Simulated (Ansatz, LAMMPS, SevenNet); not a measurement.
## Bulk modulus of hcp Hf: levels of theory against measurement

Reference value: 110 GPa (measured, zero-point energy and finite temperature contributions removed; as tabulated in doi:10.1021/acs.jctc.3c00612).

```json
[
 {"level (code)": "COMB comb (LAMMPS)", "value (GPa)": "112", "cell (Å³/atom)": "22.35", "error (%)": "+1.8"},
 {"level (code)": "SevenNet-l3i5", "value (GPa)": "106", "cell (Å³/atom)": "22.47", "error (%)": "-3.6"},
 {"level (code)": "LDA (Ansatz)", "value (GPa)": "120", "cell (Å³/atom)": "20.83", "error (%)": "+9.1"},
 {"level (code)": "BLYP (Ansatz)", "value (GPa)": "102", "cell (Å³/atom)": "23.12", "error (%)": "-7.3"},
 {"level (code)": "PBE (Ansatz)", "value (GPa)": "107", "cell (Å³/atom)": "22.53", "error (%)": "-2.7"},
 {"level (code)": "PBE-D3(BJ) (Ansatz)", "value (GPa)": "112", "cell (Å³/atom)": "21.84", "error (%)": "+1.8"},
 {"level (code)": "PBE-D4 (Ansatz)", "value (GPa)": "109", "cell (Å³/atom)": "22.22", "error (%)": "-0.9"},
 {"level (code)": "PBEsol-D3(BJ) (Ansatz)", "value (GPa)": "119", "cell (Å³/atom)": "20.86", "error (%)": "+8.2"},
 {"level (code)": "r²SCAN+rVV10 (Ansatz)", "value (GPa)": "112", "cell (Å³/atom)": "22.09", "error (%)": "+1.8"}
]
```

Once the reference is moved by up to 1.7 % (a margin picked here for doubts on the reference and the settings) and values within 1.7 % count as equal, the nearest can be PBE-D4 (-0.9 %), COMB comb (+1.8 %), PBE-D3(BJ) (+1.8 %), r²SCAN+rVV10 (+1.8 %), PBE (-2.7 %) or SevenNet-l3i5 (-3.6 %). By the same margin the farthest can be LDA (+9.1 %), PBEsol-D3(BJ) (+8.2 %) or BLYP (-7.3 %). Within 15 %: COMB comb, SevenNet-l3i5, LDA, BLYP, PBE, PBE-D3(BJ), PBE-D4, PBEsol-D3(BJ), r²SCAN+rVV10.

Density-functional levels without +SOC have no spin–orbit coupling. Each level is taken at its own relaxed cell. Cutoffs differ between the levels. Ansatz's density-functional and Hartree–Fock values are scalar-relativistic unless marked +SOC, with PAW data made under PBE.

Empirical potentials (COMB comb) are fitted to chosen data: where that held the value shown, agreement is built in, and what lay outside the fit can be far off. Machine-learned potentials (SevenNet-l3i5) are trained on DFT data: a solid inside that data is no test of them.

Differences are worked out from the printed values.

Ansatz is a quantum-chemistry and plane-wave program.
